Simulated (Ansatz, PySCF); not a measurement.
H3N, SMILES N.

Geometry optimised at PBE-D3(BJ)/def2-TZVPD.

Two levels are set side by side: PBE/def2-TZVPD (Ansatz, an electronic-structure program) and EOM-CCSD/aug-cc-pVDZ (PySCF). PBE by ΔSCF, the other level by its IP root; same geometry, the bases differ. Differences are taken from unrounded values.

```csv
quantity,EOM-CCSD
vertical ionisation energy (eV),10.69
```

**Question.** What does PBE give, and how far is it from EOM-CCSD? (The exact figures need the calculation; the answer reports its results.)

**Answer.** 
```tsv
quantity	PBE	PBE minus EOM-CCSD
vertical ionisation energy (eV)	10.96	0.27
```
